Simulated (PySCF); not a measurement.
# SF5+: fields and orbitals, part 3 of 3

Aim: take SF5+ and compute its lowest excited states, localise its valence orbitals, analyse its density (charges, bond critical points, surface potential) and measure its response to a uniform field.

PySCF 2.14.0; Gaussian basis, gas phase.

## Step 8: Response to an electric field (M06-2X/6-31+g*)

input.py reads:

```python
import numpy as np
from pyscf import gto, scf, dft
from pyscf.scf import atom_ks, atom_hf
from scipy.linalg import block_diag

def solve(mol, dm0=None, hcore=None):
    mf = (dft.UKS if mol.spin else dft.RKS)(mol, xc='m062x')
    mf.grids.level = 3
    mf = mf.density_fit(auxbasis='def2-universal-jkfit')
    mf.conv_tol, mf.max_cycle = 1e-8, 80
    if hcore is not None:
        mf.get_hcore = lambda *args: hcore
    mf.kernel(dm0)
    if not mf.converged:
        mf = mf.newton().run(mf.mo_coeff, mf.mo_occ, max_cycle=30)
    assert mf.converged, 'SCF not converged'
    return mf

mol = gto.M(atom='''
F      1.54942     0.00056     0.00074
S      0.00008    -0.00006     0.00003
F      0.00092    -1.49373    -0.40205
F      0.00012     1.09516    -1.09249
F     -0.00132     0.39869     1.49461
F     -1.54929    -0.00058    -0.00086
''', basis='6-31+g*', charge=1, spin=0, verbose=4)
field = np.array([0.005, 0.0, 0.0])  # atomic units
mol.set_common_orig(mol.atom_charges() @ mol.atom_coords() / mol.atom_charges().sum())
mf = solve(mol)
out = dict(dm0=mf.make_rdm1(), d0=mf.dip_moment(unit='AU'), e0=mf.e_tot)
for name, sign in (('p', 1), ('m', -1)):
    h = mf.get_hcore() + sign * np.einsum('x,xij->ij', field, mol.intor('int1e_r'))
    mi = solve(mol, mf.make_rdm1(), h)
    out.update({'dm' + name: mi.make_rdm1(), 'd' + name: mi.dip_moment(unit='AU'), 'e' + name: mi.e_tot})
# spherically averaged free atoms, for the promolecule
atm = atom_ks.get_atm_nrks(mol, xc='m062x')
pro = block_diag(*[(atm[a[0]][2] * atm[a[0]][3]) @ atm[a[0]][2].T for a in mol._atom])
np.savez('result.npz', pro=pro, **out)
```

Launch:

```sh
$ OMP_NUM_THREADS=1 python input.py
```

What it wrote:

```text
[ENV] PYSCF_TMPDIR <dir>
[ENV] PYSCF_MAX_MEMORY 1650
[INPUT] verbose = 4
[INPUT] num. atoms = 6
[INPUT] num. electrons = 60
[INPUT] charge = 1
[INPUT] spin (= nelec alpha-beta = 2S) = 0
[INPUT] symmetry False subgroup None
[INPUT] Mole.unit = angstrom
[INPUT] Symbol           X                Y                Z      unit          X                Y                Z       unit  Magmom
[INPUT]  1 F      1.549420000000   0.000560000000   0.000740000000 AA    2.927979451924   0.001058246630   0.001398397332 Bohr   0.0
[INPUT]  2 S      0.000080000000  -0.000060000000   0.000030000000 AA    0.000151178090  -0.000113383567   0.000056691784 Bohr   0.0
[INPUT]  3 F      0.000920000000  -1.493730000000  -0.402050000000 AA    0.001738548035  -2.822740604047  -0.759764388381 Bohr   0.0
[INPUT]  4 F      0.000120000000   1.095160000000  -1.092490000000 AA    0.000226767135   2.069552462579  -2.064506893826 Bohr   0.0
[INPUT]  5 F     -0.001320000000   0.398690000000   1.494610000000 AA   -0.002494438484   0.753414908603   2.824403563036 Bohr   0.0
[INPUT]  6 F     -1.549290000000  -0.000580000000  -0.000860000000 AA   -2.927733787527  -0.001096041152  -0.001625164467 Bohr   0.0

nuclear repulsion = 425.442875324479
number of shells = 50
number of NR pGTOs = 210
number of NR cGTOs = 112
basis = 6-31+g*
ecp = {}

******** <class 'pyscf.df.df_jk.DFRKS'> ********
method = DFRKS
initial guess = minao
damping factor = 0
level_shift factor = 0
DIIS = <class 'pyscf.scf.diis.CDIIS'>
diis_start_cycle = 1
diis_space = 8
diis_damp = 0
SCF conv_tol = 1e-08
SCF conv_tol_grad = None
SCF max_cycles = 80
direct_scf = False
XC library pyscf.dft.libxc version 7.0.0
    S. Lehtola, C. Steigemann, M. J.T. Oliveira, and M. A.L. Marques.,  SoftwareX 7, 1–5 (2018)
XC functionals = m062x
    Y. Zhao and D. G. Truhlar.,  Theor. Chem. Acc. 120, 215 (2008)
    Y. Zhao and D. G. Truhlar.,  Theor. Chem. Acc. 120, 215 (2008)
radial grids:
    Treutler-Ahlrichs [JCP 102, 346 (1995); DOI:10.1063/1.469408] (M4) radial grids

becke partition: Becke, JCP 88, 2547 (1988); DOI:10.1063/1.454033
pruning grids: <function nwchem_prune at 0x79d0d4a67600>
grids dens level: 3
symmetrized grids: False
atomic radii adjust function: <function treutler_atomic_radii_adjust at 0x79d0d4a67ba0>
small_rho_cutoff = 0
Set gradient conv threshold to 0.0001
Initial guess from minao.
tot grids = 90192
******** <class 'pyscf.df.df.DF'> ********
auxbasis = def2-universal-jkfit
init E= -898.695968252703
  HOMO = -0.51760713158574  LUMO = -0.0784393835646062  gap/eV = 11.95036
cycle= 1 E= -896.360123543138  delta_E= 2.34  |g|= 1.22  |ddm|= 3.11
  HOMO = -0.838930997746829  LUMO = -0.467535808252356  gap/eV = 10.10618
cycle= 2 E= -896.278884203614  delta_E= 0.0812  |g|= 1.54  |ddm|= 2.73
  HOMO = -0.845451363177992  LUMO = -0.359003732701001  gap/eV = 13.23691
cycle= 3 E= -896.678038135612  delta_E= -0.399  |g|= 0.125  |ddm|= 1.47
  HOMO = -0.81669125856428  LUMO = -0.322649804459653  gap/eV = 13.44355
cycle= 4 E= -896.680408286978  delta_E= -0.00237  |g|= 0.0182  |ddm|= 0.125
  HOMO = -0.817754464465615  LUMO = -0.322266007380328  gap/eV = 13.48293
cycle= 5 E= -896.680465877462  delta_E= -5.76e-05  |g|= 0.00951  |ddm|= 0.0313
  HOMO = -0.818330911144383  LUMO = -0.322269562229054  gap/eV = 13.49852
cycle= 6 E= -896.680480313753  delta_E= -1.44e-05  |g|= 0.00234  |ddm|= 0.00783
  HOMO = -0.818317724848157  LUMO = -0.322266821962045  gap/eV = 13.49823
cycle= 7 E= -896.680481566258  delta_E= -1.25e-06  |g|= 0.000142  |ddm|= 0.00329
  HOMO = -0.818323822501729  LUMO = -0.32226204961434  gap/eV = 13.49853
cycle= 8 E= -896.6804815796  delta_E= -1.33e-08  |g|= 1.96e-05  |ddm|= 0.000428
  HOMO = -0.818323839804819  LUMO = -0.322259097747396  gap/eV = 13.49861
cycle= 9 E= -896.68048157981  delta_E= -2.1e-10  |g|= 3.3e-06  |ddm|= 4.77e-05
  HOMO = -0.81832393495148  LUMO = -0.322259056155404  gap/eV = 13.49861
Extra cycle  E= -896.680481579813  delta_E= -3.41e-12  |g|= 2.92e-06  |ddm|= 7.46e-06
converged SCF energy = -896.680481579813

WARN: System has nonzero charge 1; the dipole moment is origin-dependent.
Location of origin: [0. 0. 0.]

Dipole moment(X, Y, Z, A.U.):  0.00052, -0.00044,  0.00031

******** <class 'pyscf.df.df_jk.DFRKS'> ********
method = DFRKS
initial guess = minao
damping factor = 0
level_shift factor = 0
DIIS = <class 'pyscf.scf.diis.CDIIS'>
diis_start_cycle = 1
diis_space = 8
diis_damp = 0
SCF conv_tol = 1e-08
SCF conv_tol_grad = None
SCF max_cycles = 80
direct_scf = False
XC library pyscf.dft.libxc version 7.0.0
    S. Lehtola, C. Steigemann, M. J.T. Oliveira, and M. A.L. Marques.,  SoftwareX 7, 1–5 (2018)
XC functionals = m062x
    Y. Zhao and D. G. Truhlar.,  Theor. Chem. Acc. 120, 215 (2008)
    Y. Zhao and D. G. Truhlar.,  Theor. Chem. Acc. 120, 215 (2008)
radial grids:
    Treutler-Ahlrichs [JCP 102, 346 (1995); DOI:10.1063/1.469408] (M4) radial grids

becke partition: Becke, JCP 88, 2547 (1988); DOI:10.1063/1.454033
pruning grids: <function nwchem_prune at 0x79d0d4a67600>
grids dens level: 3
symmetrized grids: False
atomic radii adjust function: <function treutler_atomic_radii_adjust at 0x79d0d4a67ba0>
small_rho_cutoff = 0
Overwritten attributes  get_hcore  of <class 'pyscf.df.df_jk.DFRKS'>
Set gradient conv threshold to 0.0001
tot grids = 90192
******** <class 'pyscf.df.df.DF'> ********
auxbasis = def2-universal-jkfit
init E= -896.680484202338
  HOMO = -0.814146930456764  LUMO = -0.322432972259001  gap/eV = 13.38022
cycle= 1 E= -896.680715581291  delta_E= -0.000231  |g|= 0.0196  |ddm|= 0.0738
  HOMO = -0.818033090263507  LUMO = -0.32232681717253  gap/eV = 13.48885
cycle= 2 E= -896.680693530873  delta_E= 2.21e-05  |g|= 0.0235  |ddm|= 0.0267
  HOMO = -0.816841500565152  LUMO = -0.322375122996069  gap/eV = 13.45512
cycle= 3 E= -896.68077967013  delta_E= -8.61e-05  |g|= 0.000659  |ddm|= 0.0146
  HOMO = -0.816856826245904  LUMO = -0.32236707106945  gap/eV = 13.45575
cycle= 4 E= -896.680779790653  delta_E= -1.21e-07  |g|= 0.000179  |ddm|= 0.000921
  HOMO = -0.816860965235767  LUMO = -0.32237179266473  gap/eV = 13.45574
cycle= 5 E= -896.680779804729  delta_E= -1.41e-08  |g|= 0.000161  |ddm|= 0.00054
  HOMO = -0.816873263710019  LUMO = -0.322369104425043  gap/eV = 13.45614
cycle= 6 E= -896.680779809482  delta_E= -4.75e-09  |g|= 2.48e-05  |ddm|= 0.000153
  HOMO = -0.81687190482184  LUMO = -0.322368819029398  gap/eV = 13.45611
Extra cycle  E= -896.680779809596  delta_E= -1.14e-10  |g|= 2.69e-05  |ddm|= 5.02e-05
converged SCF energy = -896.680779809596

WARN: System has nonzero charge 1; the dipole moment is origin-dependent.
Location of origin: [0. 0. 0.]

Dipole moment(X, Y, Z, A.U.):  0.11876, -0.00044,  0.00030

******** <class 'pyscf.df.df_jk.DFRKS'> ********
method = DFRKS
initial guess = minao
damping factor = 0
level_shift factor = 0
DIIS = <class 'pyscf.scf.diis.CDIIS'>
diis_start_cycle = 1
diis_space = 8
diis_damp = 0
SCF conv_tol = 1e-08
SCF conv_tol_grad = None
SCF max_cycles = 80
direct_scf = False
XC library pyscf.dft.libxc version 7.0.0
    S. Lehtola, C. Steigemann, M. J.T. Oliveira, and M. A.L. Marques.,  SoftwareX 7, 1–5 (2018)
XC functionals = m062x
    Y. Zhao and D. G. Truhlar.,  Theor. Chem. Acc. 120, 215 (2008)
    Y. Zhao and D. G. Truhlar.,  Theor. Chem. Acc. 120, 215 (2008)
radial grids:
    Treutler-Ahlrichs [JCP 102, 346 (1995); DOI:10.1063/1.469408] (M4) radial grids

becke partition: Becke, JCP 88, 2547 (1988); DOI:10.1063/1.454033
pruning grids: <function nwchem_prune at 0x79d0d4a67600>
grids dens level: 3
symmetrized grids: False
atomic radii adjust function: <function treutler_atomic_radii_adjust at 0x79d0d4a67ba0>
small_rho_cutoff = 0
Set gradient conv threshold to 0.0001
tot grids = 90192
******** <class 'pyscf.df.df.DF'> ********
auxbasis = def2-universal-jkfit
init E= -896.680478957287
  HOMO = -0.814097957485061  LUMO = -0.322437069123129  gap/eV = 13.37877
cycle= 1 E= -896.680710337867  delta_E= -0.000231  |g|= 0.0196  |ddm|= 0.0738
  HOMO = -0.818015120383714  LUMO = -0.322327922359022  gap/eV = 13.48834
cycle= 2 E= -896.68068829044  delta_E= 2.2e-05  |g|= 0.0235  |ddm|= 0.0267
  HOMO = -0.816807686437469  LUMO = -0.322377441110413  gap/eV = 13.45413
cycle= 3 E= -896.6807744228  delta_E= -8.61e-05  |g|= 0.000659  |ddm|= 0.0146
  HOMO = -0.816822921811578  LUMO = -0.322369531704846  gap/eV = 13.45476
cycle= 4 E= -896.680774543328  delta_E= -1.21e-07  |g|= 0.000178  |ddm|= 0.00092
  HOMO = -0.816827479577397  LUMO = -0.322374176718415  gap/eV = 13.45476
cycle= 5 E= -896.680774557481  delta_E= -1.42e-08  |g|= 0.000159  |ddm|= 0.000541
  HOMO = -0.816839650715189  LUMO = -0.322371491436735  gap/eV = 13.45516
cycle= 6 E= -896.680774562093  delta_E= -4.61e-09  |g|= 2.49e-05  |ddm|= 0.000151
  HOMO = -0.81683825332105  LUMO = -0.322371239352615  gap/eV = 13.45513
Extra cycle  E= -896.680774562208  delta_E= -1.16e-10  |g|= 2.71e-05  |ddm|= 5.03e-05
converged SCF energy = -896.680774562208

WARN: System has nonzero charge 1; the dipole moment is origin-dependent.
Location of origin: [0. 0. 0.]

Dipole moment(X, Y, Z, A.U.): -0.11772, -0.00043,  0.00032
Spherically averaged atomic KS for {'F', 'S'}

******** <class 'pyscf.scf.atom_ks.AtomSphAverageRKS'> ********
method = AtomSphAverageRKS
initial guess = vsap
damping factor = 0
level_shift factor = 0
diis_start_cycle = 1
diis_space = 12
SCF conv_tol = 1e-09
SCF conv_tol_grad = None
SCF max_cycles = 50
direct_scf = True
direct_scf_tol = 1e-13
XC library pyscf.dft.libxc version 7.0.0
    S. Lehtola, C. Steigemann, M. J.T. Oliveira, and M. A.L. Marques.,  SoftwareX 7, 1–5 (2018)
XC functionals = m062x
    Y. Zhao and D. G. Truhlar.,  Theor. Chem. Acc. 120, 215 (2008)
    Y. Zhao and D. G. Truhlar.,  Theor. Chem. Acc. 120, 215 (2008)
radial grids:
    Treutler-Ahlrichs [JCP 102, 346 (1995); DOI:10.1063/1.469408] (M4) radial grids

becke partition: Becke, JCP 88, 2547 (1988); DOI:10.1063/1.454033
pruning grids: <function nwchem_prune at 0x79d0d4a67600>
grids dens level: 3
symmetrized grids: False
atomic radii adjust function: <function treutler_atomic_radii_adjust at 0x79d0d4a67ba0>
User specified grid scheme (100, 434)
small_rho_cutoff = 0
Set gradient conv threshold to 3.16228e-05
tot grids = 25232
init E= 325.92215008626
cycle= 1 E= 325.919020825219  delta_E= -0.00313  |g|=    0  |ddm|= 0.141
cycle= 2 E= 325.918574767433  delta_E= -0.000446  |g|=    0  |ddm|= 0.082
cycle= 3 E= 325.917490454528  delta_E= -0.00108  |g|=    0  |ddm|= 0.0413
cycle= 4 E= 325.91748729028  delta_E= -3.16e-06  |g|=    0  |ddm|= 0.00679
cycle= 5 E= 325.917479959705  delta_E= -7.33e-06  |g|=    0  |ddm|= 0.0034
cycle= 6 E= 325.917479937968  delta_E= -2.17e-08  |g|=    0  |ddm|= 0.000563
cycle= 7 E= 325.91747988764  delta_E= -5.03e-08  |g|=    0  |ddm|= 0.000282
cycle= 8 E= 325.917479887493  delta_E= -1.47e-10  |g|=    0  |ddm|= 4.64e-05
Extra cycle  E= 325.91747988739  delta_E= -1.03e-10  |g|=    0  |ddm|= 3.89e-05
Atomic HF for atom  F  converged. SCF energy = 325.91747988739

******** <class 'pyscf.scf.atom_ks.AtomSphAverageRKS'> ********
method = AtomSphAverageRKS
initial guess = vsap
damping factor = 0
level_shift factor = 0
diis_start_cycle = 1
diis_space = 12
SCF conv_tol = 1e-09
SCF conv_tol_grad = None
SCF max_cycles = 50
direct_scf = True
direct_scf_tol = 1e-13
XC library pyscf.dft.libxc version 7.0.0
    S. Lehtola, C. Steigemann, M. J.T. Oliveira, and M. A.L. Marques.,  SoftwareX 7, 1–5 (2018)
XC functionals = m062x
    Y. Zhao and D. G. Truhlar.,  Theor. Chem. Acc. 120, 215 (2008)
    Y. Zhao and D. G. Truhlar.,  Theor. Chem. Acc. 120, 215 (2008)
radial grids:
    Treutler-Ahlrichs [JCP 102, 346 (1995); DOI:10.1063/1.469408] (M4) radial grids

becke partition: Becke, JCP 88, 2547 (1988); DOI:10.1063/1.454033
pruning grids: <function nwchem_prune at 0x79d0d4a67600>
grids dens level: 3
symmetrized grids: False
atomic radii adjust function: <function treutler_atomic_radii_adjust at 0x79d0d4a67ba0>
User specified grid scheme (100, 434)
small_rho_cutoff = 0
Set gradient conv threshold to 3.16228e-05
tot grids = 23744
init E= 27.5366482328874
cycle= 1 E= 27.5335627721396  delta_E= -0.00309  |g|=    0  |ddm|= 0.113
cycle= 2 E= 27.5335346501651  delta_E= -2.81e-05  |g|=    0  |ddm|= 0.0257
cycle= 3 E= 27.533529221176  delta_E= -5.43e-06  |g|=    0  |ddm|= 0.0113
cycle= 4 E= 27.5335278962875  delta_E= -1.32e-06  |g|=    0  |ddm|= 0.00563
cycle= 5 E= 27.5335275717944  delta_E= -3.24e-07  |g|=    0  |ddm|= 0.00278
cycle= 6 E= 27.5335274922489  delta_E= -7.95e-08  |g|=    0  |ddm|= 0.00138
cycle= 7 E= 27.5335274727547  delta_E= -1.95e-08  |g|=    0  |ddm|= 0.000681
cycle= 8 E= 27.5335274665387  delta_E= -6.22e-09  |g|=    0  |ddm|= 0.000195
cycle= 9 E= 27.5335274664531  delta_E= -8.55e-11  |g|=    0  |ddm|= 4.51e-05
Extra cycle  E= 27.5335274664321  delta_E= -2.1e-11  |g|=    0  |ddm|= 2.23e-05
Atomic HF for atom  S  converged. SCF energy = 27.5335274664321
```

Run time: 32 s. Hardware: 1 thread of Intel Xeon Platinum 8259CL at 2.50GHz (Skylake/Cascade Lake), shared host; peak memory 0.59 GiB.

## Step 9: What the saved matrices give

Change of the density in a field of 0.26 V/Å.

The induced dipole is 0.30 D (along the field); α along this axis, from the fields in both directions, is 24 bohr³ (3.5 Å³).

Electrons gather most on F6 (Hirshfeld charge changes by −0.012 e) and leave F1 most (+0.012 e); 0.034 electrons are displaced in all.

## Step 10: Results

This closing draws on all 3 parts.

| quantity | value |
| --- | --- |
| lowest singlet excitation (B3LYP/def2-svpd) | 7.61 eV |
| localised occupied orbitals above −45 eV (wB97X/def2-svpd) | 20 |
| dipole moment (M06-2X/def2-svp) | 0.00 D |
| HOMO, LUMO (M06-2X/def2-svp) | -22.36, -8.60 eV |
| polarisability along the field (M06-2X/6-31+g*) | 23.6 bohr³ |

At M06-2X/def2-svp: The highest Hirshfeld charge is on S2 (+0.89 e), the lowest on F1 and F6 (−0.02 e). The geometry was not optimised at these levels.
